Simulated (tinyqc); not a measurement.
Inside a calculation. Method: Hueckel theory of the pi electrons with the omega technique, for the molecule NC=CCl (SMILES; centres numbered as the heavy atoms are written). One step of it, computed by the program tinyqc.

Problem. Omega technique, round 2. h_r = h_r(0) + omega q_r, omega = 1.4, with q_r = z_r - P_rr; 0.3 of the old diagonal is kept.

Hueckel matrix in units of beta (H = alpha + beta A):
```
           1N        2C        3C       4Cl
1N   1.470000  0.720000  0.000000  0.000000
2C   0.720000  0.000000  1.000000  0.000000
3C   0.000000  1.000000  0.000000  0.460000
4Cl  0.000000  0.000000  0.460000  2.170000
```

charge and bond-order matrix P:
```
            1N         2C         3C        4Cl
1N    1.932825   0.253726  -0.253488   0.034702
2C    0.253726   1.041652   0.957449  -0.131071
3C   -0.253488   0.957449   1.043449   0.130948
4Cl   0.034702  -0.131071   0.130948   1.982074
```

Centres:
```
centre  z_r, pi electrons of the neutral centre         h
1N                                            2  1.470000
2C                                            1  0.000000
3C                                            1  0.000000
4Cl                                           2  2.170000
```

Give: matrix after round 2.

Solution.

matrix after round 2:
```
        1N      2C      3C    4Cl
1N   1.559   0.720   0.000  0.000
2C   0.720  -0.036   1.000  0.000
3C   0.000   1.000  -0.075  0.460
4Cl  0.000   0.000   0.460  2.193
```
